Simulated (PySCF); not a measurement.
## Gas-phase thermal properties of C5H8 (cyclic)

Computed with PySCF (xtb for GFN2) and rigid-rotor harmonic-oscillator thermochemistry at 1 bar. The comparison is the NASA 1993 polynomial table, which mixes measured and estimated data. 6-31G* has spherical d functions here. All species are closed-shell singlets. B3LYP is the form with VWN-RPA correlation. The harmonic model lacks anharmonicity and excited electronic states, which grow with temperature; levels with a mode under 35 cm⁻¹ are left out. The table's entry may be an old estimate for C5H8 (cyclic) (not checked at source).

```
level           point group  σ  ZPE (kJ/mol)  S°298 (J/mol/K)  Cp298 (J/mol/K)  S°1000 (J/mol/K)  H1000 − H298 (kJ/mol)
--------------  -----------  -  ------------  ---------------  ---------------  ----------------  ---------------------
table                     -  -             -            291.4             81.3             472.5                  115.0
B3LYP/6-31G*             Cs  1         308.0            290.5             79.1             468.8                  113.3
GFN2-xTB                 Cs  1         301.3            292.9             80.0             473.4                  114.7
HF/6-31G*                Cs  1         329.4            287.1             72.6             454.7                  107.1
PBE/def2-SVP             Cs  1         296.9            291.5             82.9             476.0                  116.9
PBE0/def2-TZVP           Cs  1         307.2            289.7             79.2             468.7                  113.7
```
σ: rotational symmetry number. Electronic degeneracy used: 1. Frequencies are unscaled.
